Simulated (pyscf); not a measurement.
# Four-centre exchange: H₃C–Sn(Cl)(Cl)–Cl + hydrogen fluoride (HF) → methane (CH₄) + F–Sn(Cl)(Cl)–Cl

Gas phase, singlet surface, charge 0. Bonds broken: C1–Sn2, F9–H10. Bonds formed: C1–H10, Sn2–F9. Structures and frequencies: ωB97X-D3(BJ)/def2-SVP in PySCF.

Transition state (Å):

```xyz
10

C     -0.7409    -0.0839     1.8297
Sn     0.0479    -0.1206    -0.3923
Cl     1.3013    -1.9990     0.2094
Cl    -1.3548    -0.9956    -1.9986
Cl     1.7152     1.3242    -1.0636
H     -1.4200     0.5164     2.4661
H     -1.1441    -1.1059     1.8127
H      0.2478    -0.0638     2.3077
F     -1.2729     1.5158    -0.0643
H     -1.1383     0.8555     0.9748
```

One imaginary mode, 1198i cm⁻¹; descent along it reached the two sides named, in the forms told below.

```csv
bond,change,reactant side (Å),saddle,product side
C1–Sn2,breaks,2.108,2.358,3.7
F9–H10,breaks,0.935,1.238,2.448
C1–H10,forms,3.5,1.331,1.100
Sn2–F9,forms,2.9,2.128,1.917
```

Electronic energies relative to the separated reactants (kcal/mol):

```tsv
level	barrier	reaction energy	reverse barrier
ωB97X-D3(BJ)/def2-TZVP	31.0	-10.1	41.1
PBE/def2-TZVP	25.8	-12.7	38.5
r²SCAN/def2-TZVP	25.7	-13.2	38.9
B3LYP-D3(BJ)/def2-TZVP	30.8	-11.7	42.5
PBE0-D3(BJ)/def2-TZVP	29.4	-9.3	38.7
M06-2X/def2-TZVP	29.8	-12.4	42.2
ωB97M-D3(BJ)/def2-TZVP	31.4	-11.2	42.6
HF/def2-TZVP	50.3	-13.5	63.9
```

With ωB97M-D3(BJ)/def2-TZVP energies and thermal terms (ideal gas, 1 atm, RRHO with modes under 100 cm⁻¹ raised to 100, one conformer, R ln 2 for chiral ones without a mode under 150 cm⁻¹), in kcal/mol:

```
T (K)   ΔH‡   ΔG‡     ΔH     ΔG
-----  ----  ----  -----  -----
298    29.4  40.1  -10.9  -10.3
600    29.2  51.0  -11.7   -9.4
900    29.6  61.8  -12.4   -8.1
1200   30.1  72.5  -12.8   -6.6
```

On the reactant side the descent ends in a complex (not fully relaxed), 5.9 kcal/mol under the separated species and 36.9 kcal/mol under the saddle at ωB97X-D3(BJ)/def2-TZVP. This is the saddle that the search found; another between the same sides may lie lower. Elements past Kr carry the def2 core potentials, without spin-orbit coupling.
